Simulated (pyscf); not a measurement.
PySCF, gas phase, ωB97X-D3(BJ)/def2-SVP geometries.

### Question
For the elementary gas-phase step NH₃ (SMILES N) + F–SiH•–Cl (SMILES F[SiH]Cl) → H₂N–SiH•–Cl (SMILES N[SiH]Cl) + HF (SMILES F) (doublet surface; H–N, F–Si broken, N–Si, F–H formed), what barrier and reaction energy does M06-2X/def2-TZVP give, measured from the separated reactants?

### Answer
ΔE‡ = 1.24 eV, ΔE = +0.76 eV. ωB97M-D3(BJ)/def2-TZVP gives 1.23 eV and +0.78 eV. Zero-point energy shifts the barrier by -0.02 eV. It is a four-centre exchange, with an imaginary mode of 807i cm⁻¹. On the reactant side the descent ends in a bound adduct, 0.43 eV under the separated species and 1.65 eV under the saddle at ωB97X-D3(BJ)/def2-TZVP. On the product side the descent ends in a bound adduct, 0.37 eV under the separated species and 0.85 eV under the saddle at ωB97X-D3(BJ)/def2-TZVP. The same reactants have a lower exit, to H₂N–SiH(F)–Cl + H• (barrier +0.78 eV at ωB97M-D3(BJ)/def2-TZVP, against +1.23 eV here). One saddle was located; it need not be the lowest between these sides.
